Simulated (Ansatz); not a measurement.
Basis-set extrapolation for C5H7F (`FC1=CCCC1`) (PBE0-D4/def2-TZVP geometry, frozen core, Ansatz 0.2.0). Multiplicity 1, RHF reference.

|  | def2-TZVPP | def2-QZVPP |
| --- | --- | --- |
| HF | -292.946389 | -292.959244 |
| MP2 correlation | -1.068527 | -1.144309 |
| CCSD(T) correlation | -1.153252 | not run |

Energies in hartree. Use E(X) = E(∞) + A·exp(−7.88·√X) for Hartree–Fock and E(X) = E(∞) + B·X^(−2.97) for correlation, with X = 3 and 4, and add CCSD(T) minus MP2 of the smaller set to the MP2 limit.

Question: What is the CCSD(T) energy at the basis-set limit?

Answer: HF limit: -292.959244 + (-0.012855) × 0.13774 = -292.96101. MP2 limit: -1.144309 + (-0.075782) × 0.74074 = -1.20044. Higher-order term: -1.153252 − (-1.068527) = -0.08472. Total: -294.24617 hartree, 384.7 kJ/mol below CCSD(T)/def2-TZVPP.
